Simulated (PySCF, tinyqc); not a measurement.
LCCD on RHF in the sto-3g basis, frozen core, for CH2, spin multiplicity 1, step by step. The lowest restricted solution is unstable here: a spin-polarised one lies 0.0513 hartree lower (PySCF). One step of it, computed by the program tinyqc.

Question. LCCD: starting amplitudes. t_ij^ab = <ij||ab> / (e_i + e_j - e_a - e_b), whose energy is MP2.

orbital energies (hartree): MO1 -10.975852, MO2 -0.850219, MO3 -0.584375, MO4 -0.271651, MO5 0.234480, MO6 0.703501, MO7 0.922885

Two-electron integrals over orbitals (pq|rs), unique and non-zero (hartree); the lowest 1 orbital is frozen and left out:
```
(22|22) 0.555625    (32|32) 0.155257    (33|22) 0.533201    (33|33) 0.550386
(42|22) 0.034384    (42|33) 0.017874    (42|42) 0.073181    (43|32) 0.011083
(43|43) 0.027377    (44|22) 0.513490    (44|33) 0.490099    (44|42) -0.071577
(44|44) 0.695151    (52|52) 0.090049    (53|53) 0.022433    (54|52) -0.032389
(54|54) 0.048745    (55|22) 0.549747    (55|33) 0.504347    (55|42) -0.027076
(55|44) 0.594325    (55|55) 0.672833    (62|22) 0.071104    (62|33) 0.020048
(62|42) 0.006590    (62|44) 0.088750    (62|55) 0.120751    (62|62) 0.096915
(63|32) -0.078224   (63|43) -0.016806   (63|63) 0.086977    (64|22) 0.033236
(64|33) 0.009081    (64|42) 0.020517    (64|44) 0.024806    (64|55) 0.029516
(64|62) 0.041911    (64|64) 0.028155    (65|52) 0.062482    (65|54) -0.016248
(65|65) 0.051458    (66|22) 0.543220    (66|33) 0.529228    (66|42) 0.057207
(66|44) 0.466134    (66|55) 0.510898    (66|62) 0.044128    (66|64) 0.029586
(66|66) 0.574988    (72|32) -0.007298   (72|43) -0.025357   (72|63) 0.047772
(72|72) 0.051268    (73|22) 0.053031    (73|33) 0.035345    (73|42) -0.045320
(73|44) 0.129385    (73|55) 0.121101    (73|62) 0.074701    (73|64) 0.021176
(73|66) 0.004944    (73|73) 0.112375    (74|32) -0.062100   (74|43) 0.018145
(74|63) 0.030962    (74|72) -0.008880   (74|74) 0.053179    (75|53) 0.018794
(75|75) 0.021966    (76|32) 0.122943    (76|43) 0.020146    (76|63) -0.084747
(76|72) -0.029565   (76|74) -0.046042   (76|76) 0.122377    (77|22) 0.535310
(77|33) 0.548419    (77|42) -0.008744   (77|44) 0.547688    (77|55) 0.542821
(77|62) 0.037642    (77|64) 0.008019    (77|66) 0.533339    (77|73) 0.068417
(77|77) 0.589764
```

Give: Starting amplitudes; correlation energy.

Answer.

Starting amplitudes (spin orbitals 1a, 1b, ...; amplitudes related by a flip of all spins are not repeated):

| from | to | t |
|---|---|---|
| 4a 4b | 5a 5b | -0.0482 |
| 2a 2b | 5a 5b | -0.0415 |
| 3a 3b | 7a 7b | -0.0373 |
| 3a 3b | 6a 6b | -0.0338 |
| 2a 2b | 6a 6b | -0.0312 |
| 2a 3b | 6a 7b | -0.0244 |
| 4a 4b | 7a 7b | -0.0223 |
| 2a 4b | 5a 5b | 0.0204 |
| 2a 4b | 6a 6b | -0.0166 |
| 2a 3b | 6b 7a | 0.0156 |
| 2a 2b | 7a 7b | -0.0145 |
| 4a 4b | 6a 6b | -0.0144 |
| 3a 3b | 5a 5b | -0.0137 |
| 3a 4b | 6a 7b | -0.0125 |
| 2a 3a | 6a 7a | -0.0088 |
| 3a 4b | 6b 7a | 0.0085 |
| 3a 4a | 6a 7a | -0.0039 |
| 2a 4b | 7a 7b | 0.0030 |

correlation energy = -0.028455 hartree
